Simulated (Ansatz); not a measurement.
# SiHCl (triplet): wave-function methods side by side at distance Cl1–H2 along a hydrogen transfer = 1.672 Å, cc-pVTZ

Aim: climb from Hartree-Fock through coupled cluster and multireference methods for SiHCl (triplet) at one geometry and basis, and see what each rung misses.

The runs use Ansatz 0.2.0, Gaussian basis; cc-pVTZ, core rule «outside noble gas», up to 10 orbitals frozen.

Plan: UHF; CCSD(T) on ROHF; CCSD(T) on UHF; BCCD(T) on ROHF; CCSDT(Q) on ROHF; CCSDT(Q) on UHF; CASSCF and MRCISD+Q, 4 electrons in 4 orbitals; CASSCF and NEVPT2, 4 electrons in 4 orbitals; CASSCF and MRCISD+Q, 12 electrons in 9 orbitals; CASSCF and NEVPT2, 12 electrons in 9 orbitals.

**1. What is computed**

The geometry derives from fragments relaxed apart (PBE0/def2-TZVP) and kept rigid, so it is no stationary point. A hydrogen atom is moved between rigid fragments.

3 atoms, charge 0, spin multiplicity 3.

Atoms are counted from 1 here; the program's logs count them from 0.

Bond lengths: H2–Si3 1.440 Å.

**2. UHF**

Contents of in.yaml:

```yaml
crystal:
  periodic: [false, false, false]
  atoms:
    - {symbol: Cl, position_ang: [0.000000, 0.000000, -1.594667]}
    - {symbol: H, position_ang: [0.000000, 0.000000, 0.077333]}
    - {symbol: Si, position_ang: [0.000000, 0.000000, 1.517333]}
basis:
  gaussian: {orbitals: cc-pVTZ}
magnetization: {spin_polarized: true, initial_magnetization: 2}
hamiltonian: {xc: hf}
output: {orbitals: {seedname: orbitals}}
```

On the command line:

```bash
> ansatz run in.yaml --threads 1 --pin off --events-out ev --progress --plain --max-ram 2816MiB --backend cpu
```

The runs that follow: CCSD(T) on ROHF; CCSD(T) on UHF; BCCD(T) on ROHF; CCSDT(Q) on ROHF; CCSDT(Q) on UHF; CASSCF and MRCISD+Q, 4 electrons in 4 orbitals; CASSCF and NEVPT2, 4 electrons in 4 orbitals; CASSCF and MRCISD+Q, 12 electrons in 9 orbitals; CASSCF and NEVPT2, 12 electrons in 9 orbitals.

Before running them: what should the planned runs give, taken together? Wanted: UCCSDT(Q) below the RHF energy; RMP2 from UCCSDT(Q); UMP2 from UCCSDT(Q); RCCSD from UCCSDT(Q); RCCSD(T) from UCCSDT(Q); UCCSD(T) from UCCSDT(Q); RCCSDT(Q) from UCCSDT(Q); NEVPT2 pair from UCCSDT(Q); NEVPT2 valence from UCCSDT(Q).

The runs gave:

| quantity | value |
| --- | --- |
| UCCSDT(Q) below the RHF energy | -9.0530 eV |
| RMP2 from UCCSDT(Q) | +32.14 kcal/mol |
| UMP2 from UCCSDT(Q) | +34.18 kcal/mol |
| RCCSD from UCCSDT(Q) | +9.47 kcal/mol |
| RCCSD(T) from UCCSDT(Q) | +1.38 kcal/mol |
| UCCSD(T) from UCCSDT(Q) | +1.43 kcal/mol |
| RCCSDT(Q) from UCCSDT(Q) | +0.04 kcal/mol |
| NEVPT2 pair from UCCSDT(Q) | +31.28 kcal/mol |
| NEVPT2 valence from UCCSDT(Q) | +44.04 kcal/mol |
| MRCISD+Q valence from UCCSDT(Q) | +4.43 kcal/mol |
| levels within 1 kcal/mol (43 meV) | RCCSDT, UCCSDT, RCCSDT(Q) |
| T1 diagnostic | 0.026 |
| effectively unpaired electrons | 2.03 |

In words: RCCSD(T) lands +1.38 kcal/mol from the yardstick (0.7 % of the correlation energy). One determinant dominates. Of the multireference levels listed MRCISD+Q valence comes nearest in total energy (+4.43 kcal/mol), which doesn't show that its space is the better one. These misses are within one basis, not against nature; the frozen cores of restricted and unrestricted runs differ, which can shift their rows.
